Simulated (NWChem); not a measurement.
System: chloroform (CHCl$_{3}$); SMILES ClC(Cl)Cl

```xyz
5

Cl     1.4829     0.8401    -0.0742
C      0.0000     0.0000     0.4641
Cl    -1.4690     0.8642    -0.0742
Cl    -0.0139    -1.7043    -0.0742
H      0.0000     0.0000     1.5498
```
Atoms are numbered in this order, from 1.

All runs use the structure optimised with B3LYP/6-31G* (spherical d).

Q: Give the principal values of the shielding tensors (ppm) of Cl1, C2 from KT2/pcSseg-1, GIAO (NWChem), with their diamagnetic and paramagnetic parts as GIAO splits them.

A: 
```json
[
 {"atom": "Cl1", "σ11": "97.2", "σ22": "416.4", "σ33": "936.5", "isotropic": "483.4", "diamagnetic": "1147.6", "paramagnetic": "-664.3"},
 {"atom": "C2", "σ11": "29.5", "σ22": "91.4", "σ33": "91.4", "isotropic": "70.8", "diamagnetic": "251.5", "paramagnetic": "-180.8"}
]
```
